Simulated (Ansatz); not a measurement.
Tetradymite Bi2Te3, treated with r²SCAN-D4 in Ansatz (plane waves, PAW).

Numerical settings: plane-wave cutoff 560 eV, 10×10×10 k mesh, Fermi–Dirac smearing 0.01 eV, scalar-relativistic PAW data made under PBE.

Shape and atoms are relaxed at each volume.

The direct gap at Γ against volume; x = 100 ln(V/35.349 Å³). One gap is withheld.

```csv
V (Å³/atom),x,gap (eV)
33.935,-4.08,?
34.642,-2.02,0.669
35.349,0.00,0.743
36.056,1.98,0.827
36.763,3.92,0.919
```

### Question
Fit a straight line to the rows shown, give the volume deformation potential and predict the withheld gap.

### Answer
Means of the 4 rows: x̄ = 0.970, ȳ = 0.7895 eV. Σ(x − x̄)(y − ȳ) = 0.8253 and Σ(x − x̄)² = 19.604, so the slope is 0.0421 eV per unit of x, and dE_g/d ln V = 4.2 eV. At x = -4.08: 0.7895 + (0.0421) × (-4.08 − (0.970)) = 0.577 eV. The run gives 0.605 eV, 0.028 eV above the line, as the curve bends the same way over all rows.

Spin–orbit coupling is not included; with these elements it can move the gap by several tenths of an eV or more.

Note: the bulk modulus comes from volumes at which shape and atoms were relaxed.

Ansatz is a first-principles code.
